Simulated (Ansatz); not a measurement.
One geometry of ClH4PSi, SMILES `P[SiH2]Cl`, several functionals.

```yaml
crystal:
  periodic: [false, false, false]
  atoms:
    - {symbol: P, position_ang: [-1.489501, 0.145015, -0.279860]}
    - {symbol: Si, position_ang: [0.627878, -0.034864, 0.444640]}
    - {symbol: Cl, position_ang: [0.826479, -1.849760, 1.394309]}
    - {symbol: H, position_ang: [-1.259124, -0.706526, -1.393657]}
    - {symbol: H, position_ang: [-1.183519, 1.325874, -1.013663]}
    - {symbol: H, position_ang: [0.890878, 1.039424, 1.432668]}
    - {symbol: H, position_ang: [1.648110, 0.012836, -0.630138]}
basis:
  gaussian: {orbitals: def2-TZVPP}
hamiltonian: {xc: {name: LC-wPBE}}
output: {orbitals: {seedname: orbitals}}
```

```sh
$ ansatz run in.yaml --threads 2 --pin off --events-out ev --progress --plain --max-ram 4352MiB
```

Output, abridged:

```
Functional definition: LC-wPBE
1105 factors; their error is unknown
315 factors; integrals over basis functions are off by at most 3.2e-5 eV
mean field evaluation 1: about -29747.2288 eV, gradient 1.4e1 eV
mean field evaluation 2: about -29747.7736 eV, gradient 8.2e0 eV
mean field evaluation 4: about -29747.9163 eV, gradient 4.0e-1 eV
mean field evaluation 8: about -29747.8852 eV, gradient 2.1e-1 eV
mean field evaluation 16: about -29747.8853 eV, gradient 3.5e-5 eV
mean field -29747.88526557 eV, -1093.2146196690 hartree, gradient 3.5e-5 eV, S^2 0.000000; 0 other end points of the search recorded, 0 dependent functions left out
reference -29747.88526558 eV, -1093.2146196693 hartree; 25, 25 occupied and 157, 157 virtual orbitals, 1105 factors
Total energy: -29747.88526558 eV, -1093.2146196693 hartree
```

It took 2.4 s on 2 threads of an Arm Neoverse V1 on a shared host, with 0.35 GiB of host memory at the peak.

With the line `hamiltonian: {xc: {name: wB97X-V}}` (abridged; 7.5 s):

```
Functional definition: wB97X-V
mean field evaluation 16: about -29751.9956 eV, gradient 3.7e-5 eV
mean field -29751.99562047 eV, -1093.3656724252 hartree, gradient 3.7e-5 eV, S^2 0.000000
Total energy: -29751.99561859 eV, -1093.3656723561 hartree
```

With the line `hamiltonian: {xc: pbe0, dispersion: d4}` (abridged; 2.8 s):

```
Functional definition: PBE0
mean field evaluation 16: about -29745.5313 eV, gradient 2.4e-5 eV
mean field -29745.53134036 eV, -1093.1281145130 hartree, gradient 2.4e-5 eV, S^2 0.000000
Total energy: -29745.67558165 eV, -1093.1334152827 hartree
```

With the line `hamiltonian: {xc: {name: PBE-QIDH}}` (abridged; 4.4 s):

```
Functional definition: PBE-QIDH
mean field evaluation 16: about -29733.7362 eV, gradient 1.2e-4 eV
mean field -29733.73618771 eV, -1092.6946506482 hartree, gradient 6.9e-6 eV, S^2 0.000000
15 core orbitals not correlated: weight in the atoms' cores, before any rotation towards them, 1.000 or more for the frozen orbitals, at most 0.000 for the correlated occupied ones
second order -14.63481164 eV of doubles, -0.00000000 eV of singles
Total energy: -29738.61447076 eV, -1092.8739242435 hartree
```

Changing it to `hamiltonian: {xc: hse06, dispersion: d4}` (abridged; 3 s):

```
Functional definition: HSE06
mean field evaluation 16: about -29744.9406 eV, gradient 2.9e-5 eV
mean field -29744.94064509 eV, -1093.1064068620 hartree, gradient 2.9e-5 eV, S^2 0.000000
Total energy: -29745.07645368 eV, -1093.1113977356 hartree
```

The same input with `hamiltonian: {xc: pbe, dispersion: d4}` and forces (abridged; 2.4 s):

```
Functional definition: PBE
mean field evaluation 16: about -29742.8168 eV, gradient 2.3e-4 eV
mean field -29742.81677972 eV, -1093.0283562493 hartree, gradient 3.3e-5 eV, S^2 0.000000
Total energy: -29742.98688733 eV, -1093.0346075888 hartree
Atom 0 force    -0.285466    -0.032289     0.252641 eV/Å
Atom 1 force    -0.005872     0.076366    -0.078214 eV/Å
Atom 2 force     0.026724    -0.239680     0.128562 eV/Å
Atom 3 force     0.049802    -0.104332    -0.171169 eV/Å
Atom 4 force     0.055323     0.158349    -0.122725 eV/Å
Atom 5 force     0.027427     0.128781     0.107609 eV/Å
Atom 6 force     0.132062     0.012806    -0.116705 eV/Å
Dipole moment:     0.014233     0.219993    -0.220121 e Å
```

HSE06 is the plane-wave form, built on full-range PBE exchange.
